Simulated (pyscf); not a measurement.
`[CH3][Zn][NH2]` + `[H][H]` → `[CH4]` + `[NH2][ZnH]`, a four-centre exchange (singlet surface; C–Zn, H–H broken, C–H, H–Zn formed). Optimised with ωB97X-D3(BJ)/def2-SVP in PySCF. Energies in kcal/mol from the separated reactants.

Small-basis levels: PySCF, no dispersion term, spherical d functions. AM1 to PM7: differences of heats of formation from MOPAC, which are fitted to 298 K values and so differ in kind from electronic energies by zero-point and thermal terms. GFN2-xTB: tblite. Cost: rough CPU time at the saddle relative to B3LYP/6-31G*+LANL2DZ, from one job on a shared machine.

```csv
level,barrier,reaction energy,cost
HF/3-21G,56.7,-4.9,0.07
HF/6-31G*+LANL2DZ,60.3,-15.9,0.09
MP2/6-31G*+LANL2DZ,55.9,-7.1,0.1
BP86/6-31G*+LANL2DZ,42.8,-9.0,1
PBE/6-31G*+LANL2DZ,41.4,-8.7,1
B3LYP/STO-3G,54.5,-2.3,2
B3LYP/3-21G,45.5,+3.2,0.8
B3LYP/LANL2DZ,…,-11.0,0.9
B3LYP/6-31G*+LANL2DZ,…,-10.9,1
B3LYP/6-311+G**+LANL2DZ,43.7,-11.2,2
GFN2-xTB,38.0,-37.7,under 0.02
PM6,92.3,+20.7,under 0.02
ωB97M-D3(BJ)/def2-TZVP,…,-10.8,–
```

Task: What belongs in the gaps?

Result: 
- B3LYP/LANL2DZ, barrier: 46.9
- B3LYP/6-31G*+LANL2DZ, barrier: 47.5
- ωB97M-D3(BJ)/def2-TZVP, barrier: 43.9

Against the last row the barrier runs from -5.9 (GFN2-xTB) to +48.4 kcal/mol (PM6). ωB97M-D3(BJ)/def2-TZVP has limits of its own. At the saddle there is also a short H–Zn contact that neither side keeps. The same reactants have a lower exit, to H₃C–ZnH + NH₃ (barrier +24.9 kcal/mol at ωB97M-D3(BJ)/def2-TZVP, against +43.9 kcal/mol here). One saddle was located; it need not be the lowest between these sides. In the def2 sets elements up to Kr have no core potential.
